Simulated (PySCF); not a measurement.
Published values to compare with (the computed states carry no symmetry labels, so the two lists aren't matched line by line):

```
    state  E (eV)      f           kind of transition  source
3B2(π→π*)    4.21         band maximum or as reported     [1]
3B2(π→π*)    4.48                 vertical absorption     [2]
3B2(π→π*)    4.51                 vertical absorption     [3]
3A2(π→3s)    5.10         band maximum or as reported     [1]
3A2(π→3s)    5.21                 vertical absorption     [3]
1A2(π→3s)    5.22         band maximum or as reported     [1]
1A2(π→3s)    5.23                 vertical absorption     [4]
1A2(π→3s)    5.24                 vertical absorption     [3]
3A1(π→π*)    5.45                 vertical absorption     [3]
3A1(π→π*)    5.51                 vertical absorption     [2]
1A2(π→3p)    5.87         band maximum or as reported     [1]
3B1(π→3p)    5.91                 vertical absorption     [3]
1B1(n.d.)    5.97                 vertical absorption     [4]
1B2(π→π*)    5.98         band maximum or as reported     [1]
1B1(π→3p)    6.00  0.015          vertical absorption     [3]
1A2(π→3p)    6.00                 vertical absorption     [3]
1A2(π→3p)    6.01                 vertical absorption     [4]
1B1(n.d.)    6.09                 vertical absorption     [4]
1B2(π→π*)    6.24                 vertical absorption     [4]
1B2(π→π*)    6.26  0.164          vertical absorption     [3]
1A1(π→π*)    6.27                 vertical absorption     [4]
1A1(π→π*)    6.30  0.001          vertical absorption     [3]
1A1(π→π*)    6.41                 vertical absorption     [2]
1B2(π→π*)    6.71                 vertical absorption     [2]
1B2(π→3p)    6.82                 vertical absorption     [4]
1B2(π→3p)    6.83  0.003          vertical absorption     [3]
1A1(π→π*)    8.17                 vertical absorption     [2]
```

[1] measured, gas; Loos, Lipparini, Boggio-Pasqua, Scemama, Jacquemin (2019), arXiv:1912.04173, literature columns
[2] computed, CC3/TZVP, gas; arXiv:2401.06101 (2024), CC3 reference column of Thiel's set
[3] computed, theoretical best estimate (aug-cc-pVTZ, frozen core, CC3 geometry), gas; Veril, Scemama, Caffarel, Lipparini, Boggio-Pasqua, Jacquemin, Loos, WIREs Comput. Mol. Sci. 2021, 11, e1517 (QUESTDB)
[4] computed, theoretical best estimate (aug-cc-pVTZ), revised with CC4, gas; Loos, Lipparini, Matthews, Blondel, Jacquemin, revising reference values with EOM-CC4 (2022), arXiv:2204.11658

Compound: C4H5N.
SMILES: `C1=CNC=C1`

The calculation used TDDFT CAM-B3LYP/aug-cc-pVTZ, vertical, gas phase, core orbitals frozen in the response (PySCF). Isolated species at its PBE0-D3(BJ)/def2-TZVP geometry, gas phase.

Computed singlets: 5.14 eV (f 0.000); 5.88 eV (f 0.030); 5.91 eV (f 0.000); 6.11 eV (f 0.003); 6.15 eV (f 0.168); 6.50 eV (f 0.000); 6.52 eV (f 0.008); 6.70 eV (f 0.000); 6.74 eV (f 0.005); 6.78 eV (f 0.000). Computed triplets (Tamm–Dancoff): 4.37, 5.12, 5.41, 5.85 eV.

Problem. How does the lowest computed singlet compare with the best estimate listed for the lowest singlet (vertical absorption)?

Solution. 5.14 eV against 5.23 eV for 1A2(π→3s) [4]: a difference of -0.09 eV. Geometry and basis of the two calculations needn't be the same.

Problem. How does the lowest computed triplet compare with the best estimate listed for the lowest triplet (vertical absorption)?

Solution. 4.37 eV against 4.51 eV for 3B2(π→π*) [3]: a difference of -0.14 eV. Geometry and basis of the two calculations needn't be the same.

n.d. means that the source names no orbital transition; it classes the state at 5.97 eV as Rydberg and the state at 6.09 eV as Rydberg. Note on [4]: revises the 2021 QUESTDB value.

A measured band maximum holds vibronic effects and, in solution, solvent shifts, so it needn't equal the vertical energy.

On an AMD EPYC 7R43 with 2 threads, shared host with 256 logical CPUs at a one-minute load of 131, this took 37 s wall, 88 s CPU and 1.5 GiB of memory at its peak.
